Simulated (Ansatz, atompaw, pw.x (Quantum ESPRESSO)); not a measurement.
tin (Sn): one change to the PAW (atompaw) potential, in the atom and in the diamond crystal

tin, PAW, made with atompaw 4.2.0.5 (LDA (PW92), scalar-relativistic). Core [Kr] 4d10, reference 5s2 5p2. Waves: 5s (bound): rc 2.10 bohr; 5s channel at 0.15 Ry: rc 2.10 bohr; 5p (bound): rc 2.80 bohr; 5p channel at 1.4 Ry: rc 2.80 bohr. Local part: bessel scheme, radius 2.10 bohr. Core correction: smooth core density matched at 1.60 bohr. Augmentation charge: gaussian compensation charge, radius 2.75 bohr; PAW radius 2.80 bohr; waves and projectors: custom rrkj vanderbiltortho.

Change: waves 5s (bound); 5s channel at 0.15 Ry; 5p (bound); 5p channel at 1.4 Ry; augmentation gaussian compensation charge, radius 2.75 bohr; PAW radius 2.80 bohr; waves and projectors: bloechl.

Cutoffs, loose and tight: the cutoffs (Ry, on a coarse ladder) from which the occupation-weighted sum of valence levels, in a spherical-Bessel basis at the reference potential, stays within 10 and 1 mRy of its value at 400 Ry. They see the waves and projectors alone, not the compensation charge or the core.

Crystal test: diamond Sn in pw.x 7.5, no spin, 8³ k-points, Fermi–Dirac smearing 0.01 Ry, cutoffs set for each file from its atomic test. The reference is all-electron LAPW (Ansatz 0.2.0) with the same functional, mesh and smearing; V0 and B0 come from Birch–Murnaghan fits to the pressures at five volumes. Errors are pseudo minus all-electron; Δ is the rms difference of the E(V) curves that follow from these fits, minima aligned, over ±6 % about the mean V0. Mesh and smearing are coarse, so the numbers serve the comparison and aren't converged zero-temperature values; the lattice is a test structure that the element need not adopt.

All-electron: a0 = 6.478 Å (V0 = 33.99 Å³/atom), B0 = 44.2 GPa.

Question: Does the change bring the crystal closer to the all-electron result?

Answer: The mean pressure error goes from -7.93 to -7.82 GPa, a small move against the size of the error. Neither pressure curve crosses zero within the volumes sampled, so no fits are given.

```tsv
quantity	base	changed
outcome (atom)	generated	generated
cutoff, loose (atom)	8 Ry	6 Ry
cutoff, tight (atom)	10 Ry	10 Ry
bound ghosts (atom)	none	none
cutoffs in pw.x (Ry)	40/400	40/400
mean pressure error (GPa)	-7.93	-7.82
```

Base: The largest radius (2.80 bohr) exceeds half the bond length (2.65 bohr), so the spheres overlap, which is one possible source of error among others. This is a poor potential for the solid. Changed file: The largest radius (2.80 bohr) exceeds half the bond length (2.65 bohr), so the spheres overlap, which is one possible source of error among others. This is a poor potential for the solid.
